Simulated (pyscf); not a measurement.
`[NH2][SiH3]` + `[F][WH]([F])([F])([F])[F]` → `[F][W]([F])([F])([F])([F])[NH][SiH3]` + `[H][H]` (four-centre exchange; singlet surface; H–N, H–W broken, N–W, H–H formed). Structures and frequencies: ωB97X-D3(BJ)/def2-SVP in PySCF. Energies in eV from the separated reactants.

```
level                   barrier  reaction energy
----------------------  -------  ---------------
ωB97X-D3(BJ)/def2-TZVP        ?                ?
PBE/def2-TZVP              0.41            -1.05
r²SCAN/def2-TZVP              ?            -1.20
PBE0-D3(BJ)/def2-TZVP      0.35            -1.09
M06-2X/def2-TZVP           0.47            -1.19
HF/def2-TZVP               1.42            -0.85
```

Q: Some entries are withheld; supply them.

A: 
- ωB97X-D3(BJ)/def2-TZVP, barrier: 0.42
- ωB97X-D3(BJ)/def2-TZVP, reaction energy: -1.27
- r²SCAN/def2-TZVP, barrier: 0.27

The functionals in the table span 0.20 eV in this barrier, from r²SCAN to M06-2X. On the reactant side the descent ends in an adduct with a N–W contact, 1.18 eV under the separated species and 1.60 eV under the saddle at ωB97X-D3(BJ)/def2-TZVP. What is counted as formed (N–W) is already present as a longer contact in the reactant adduct; forming that adduct is a step of its own. At the saddle there is also a short H–W contact that neither side keeps. One saddle was located; it need not be the lowest between these sides. Elements past Kr carry the def2 core potentials, without spin-orbit coupling.
